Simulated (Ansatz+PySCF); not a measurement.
**triplet C2H7N: levels of theory in one basis**

```xyz
10

C    -1.3950   -0.4497    0.0007
C    -0.4358    0.7141    0.0020
N     1.9276   -0.3784    0.0030
H    -1.2001   -1.1209   -0.8357
H    -1.3221   -1.0279    0.9218
H    -2.4287   -0.1053   -0.0893
H    -0.4177    1.3085   -0.9072
H    -0.4411    1.3291    0.8975
H     0.8285    0.1806   -0.0286
H     2.4726    0.4981    0.0039
```

Basis set: cc-pVTZ (spherical functions). Frozen core: 3 orbitals. Correlation on ROHF uses semicanonical orbitals with singles. Charge 0, multiplicity 3.

Computed with Ansatz (development build ahead of 0.2.0); each method stands on the lowest determinant of its kind that the runs found.

```json
{"method": "ROHF", "E − E(ROHF) (eV)": "0.00", "<S²> of the determinant": "2.00"}
{"method": "UHF", "E − E(ROHF) (eV)": "-0.53", "<S²> of the determinant": "2.06"}
{"method": "UHF-MP2", "E − E(ROHF) (eV)": "-14.99", "<S²> of the determinant": "2.06"}
```

Question: What does ROHF-MP2 give on the same scale?

Answer: -15.18 eV.

Question: Is a single determinant a sound starting point here?

Answer: By this sign, yes. Unrestricted orbitals gain 0.53 eV and <S²> is 2.06 against 2.00 for a pure state.
